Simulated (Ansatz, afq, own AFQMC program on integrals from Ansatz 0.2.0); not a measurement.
# SiH2O2, singlet → SiH₂O₂⁺, doublet

```xyz
5

O    -1.4552   -0.1045   -0.2789
Si   -0.2173   -0.8052    0.5782
O     1.0336    0.1917    0.0644
H    -1.2144    0.6506   -0.8336
H     1.9033   -0.0062    0.4284
```

Connectivity, by distances: OH–Si–OH.

E(doublet, charge +1) − E(singlet, charge +0) at this geometry, on RHF and UHF determinants.

Basis def2-TZVP. Only valence electrons are correlated. AFQMC by an in-house program on the Cholesky factors that Ansatz 0.2.0 writes for its CCSD(T) run. The CISD trial takes its coefficients from CCSD amplitudes. Released means that phaseless walkers are propagated on without the constraint, phases kept. ± is one standard error of the sampling. The errors of all members are added in quadrature.

No full CI on the walks' own integrals is used here. The released AFQMC energy serves as the reference, which it does only where one determinant dominates, the energy is flat over the last release times and near the phaseless one (40 meV or 2 meV an electron, half that with transition metals). On small molecules, where full CI could be run and the noise was under 10 meV, such values lay within 10 meV of it in 19 cases of 20, a flattering rate, since the rule was set on those same cases; what remains of the bias isn't in the error bar. Each member takes its own surest rung, up to full CI.

The best estimate is CCSD(T) at the basis-set limit (CBS: def2-TZVPP and def2-QZVPP, with their diffuse functions for anions and beside diffuse sets, CCSD(T) itself extrapolated) plus the step from CCSD(T) to AFQMC with the constraint released in def2-TZVP. Rows without CBS are in def2-TZVP; B2PLYP and the wave-function rows carry a basis error of their own. Core correlation and relativity beyond core potentials are missing, and ± holds the sampling alone.

Cautions: SiH₂O₂ (singlet): the released value is read at 1.50 1/Eh with a noise of 12 meV, more than in the cases checked (meV from the phaseless value at times in 1/Eh: -6 ± 7 at 0.24, -16 ± 6 at 0.51, -8 ± 9 at 0.99, -18 ± 12 at 1.50); SiH₂O₂⁺ (doublet): the released value is read at 0.99 1/Eh with a noise of 11 meV, more than in the cases checked, later times being too noisy (meV from the phaseless value at times in 1/Eh: -9 ± 11 at 0.24, -11 ± 9 at 0.51, -25 ± 11 at 0.99, -56 ± 17 at 1.50).

| level | vertical ionization energy (kJ/mol) |
| --- | --- |
| HF | 850.0 |
| r2SCAN | 911.5 |
| PBE0 | 926.5 |

(1) From these cheaper values, estimate the vertical ionization energy at the level of the best estimate.

(1) 951.3 ± 1.6 kJ/mol (best estimate, highest rung released AFQMC).

| level | vertical ionization energy (kJ/mol) | error against the best estimate (kJ/mol) |
| --- | --- | --- |
| MP2 | 920.4 | -30.9 ± 1.6 |
| CCSD | 937.6 | -13.8 ± 1.6 |
| CCSD(T) | 936.6 | -14.8 ± 1.6 |
| ph-AFQMC/CISD | 936.7 ± 1.0 | -14.6 ± 1.9 |
| released AFQMC | 936.1 ± 1.6 | -15.3 |
| HF/CBS | 851.3 | -100.0 ± 1.6 |
| MP2/CBS | 938.6 | -12.7 ± 1.6 |
| CCSD(T)/CBS | 951.8 | 0.5 ± 1.6 |
| PBE | 914.9 | -36.4 ± 1.6 |
| B3LYP | 937.9 | -13.4 ± 1.6 |
| wB97M-V | 942.1 | -9.2 ± 1.6 |
| B2PLYP | 928.2 | -23.1 ± 1.6 |

Correlation beyond CCSD(T) changes it by less than twice the noise. Going to the basis-set limit adds 15.3 kJ/mol at CCSD(T). The perturbative (T) step is worth −1.0 kJ/mol. The functionals spread over 30.6 kJ/mol; wB97M-V and B3LYP come nearest and r2SCAN is 39.8 kJ/mol too low.

Best estimates are given only where the step beyond CCSD(T) is under 0.3 eV and no member's determinant is very poor (T1 over 0.05, or 0.07 for open shells, ⟨S²⟩ too high by 0.3, two states mixed), so the hardest cases are missing from such tables.

The functionals ran in a triple-zeta set and keep a basis error of their own, a few kJ/mol for each bond in atomization energies and more for double hybrids, so close places among them and the extrapolated levels can swap.

Each member of a difference takes its own highest rung, so a best estimate needn't equal the limit plus the step of one row. Released energies are given only where the last usable release times agree within the noise; a slower fall can still hide under it.
